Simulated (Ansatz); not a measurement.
We consider grey tin (α-Sn), described by PBEsol+SOC (Ansatz, a quantum-chemistry and plane-wave program, PAW).

Run with plane-wave cutoff 520 eV, 20×20×20 k mesh, Fermi–Dirac smearing 0.05 eV, perturbation theory, PAW data made under PBE.

Computed at the level's own relaxed cell.

```xyz
2
Lattice="0.0000 3.2697 3.2697 3.2697 0.0000 3.2697 3.2697 3.2697 0.0000" Properties=species:S:1:pos:R:3 pbc="T T T"
Sn     3.2697     3.2697     3.2697
Sn     4.9046     4.9046     4.9046
```

Harmonic phonon frequencies (cm⁻¹; i marks an imaginary mode):

| q point | frequencies |
|---|---|
| Γ | (withheld) |
| X | 36 36 147 147 175 175 |
| L | 31 31 129 154 181 181 |

Some entries are withheld; supply them.


- Γ, frequencies: 0 0 0 185 185 185

Measured, for comparison: zone-centre TO phonon frequency 200 cm⁻¹ (low temperature, zero-point motion not removed; as tabulated in Tanner et al. (2021), arXiv:2110.11888). Computed (rounded) less measured: zone-centre TO phonon frequency -8 %.

No imaginary mode appears at these points.

Note: the solid has no gap at this level, which affects its response.
